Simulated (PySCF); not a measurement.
**Bond length, frequency and bond energy of BH⁺ by level of theory**

State: ²Σ⁺ (doublet), unpaired electrons σ ↑. Set-up: basis B jorge-DZP-DKH, H jorge-DZP-DKH; spin-free X2C with a Gaussian nucleus; PySCF 2.14. De refers to B⁺ + H in their ground configurations, without counterpoise correction. The functionals are run spin-unrestricted. A positive dipole points towards H; it is taken about the centre of mass and depends on that origin.

```
      Level  Re (Å)  ωe (cm⁻¹)  De (eV)  μ (D)  CPU s a point (SCF and correlation, without the integrals)
        UHF   1.204       2724     2.23   0.32                                                       0.027
    UHF-MP2   1.213       2649     2.19    n/a                                                       0.036
UHF-SCS-MP2   1.215       2634     2.14    n/a                                                         n/a
   UHF-CCSD   1.228       2492     1.86    n/a                                                         n/a
UHF-CCSD(T)   1.229       2485     1.87    n/a                                                        0.21
        PBE   1.242       2410     2.51   0.47                                                        0.21
       BP86   1.241       2419     2.61   0.45                                                        0.16
     r²SCAN   1.227       2516     2.76   0.41                                                        0.32
      B3LYP   1.229       2482     2.55   0.44                                                        0.25
       PBE0   1.230       2511     2.53   0.44                                                        0.33
      B97-3   1.226       2538     2.48   0.45                                                        0.18
      ωB97X   1.229       2550     2.44   0.46                                                        0.21
```

The bond length runs from 1.204 Å (UHF) to 1.242 Å (PBE). De spans 1.86 eV (UHF-CCSD, coupled cluster) to 2.76 eV (r²SCAN, meta-GGA). Correlation at CCSD(T) changes the Hartree–Fock bond energy by -0.36 eV; the triples alone change it by +0.01 eV.

Correlated steps freeze 1 core orbital. Correlated levels converge slowly with the basis: in double zeta they bind strong bonds too weakly, by up to about 1 eV, and carry superposition errors of some tenths. For an ion De counts to the pair picked by the measured ionisation energies or electron affinities, which need not be the lowest pair at this level. The state was picked by a PBE0 search and need not be the measured ground state.

The whole job (state search and all levels along the bond) took about 0.46 min on 1 thread of Arm Neoverse N1 (shared host), peak memory 0.3 GiB.
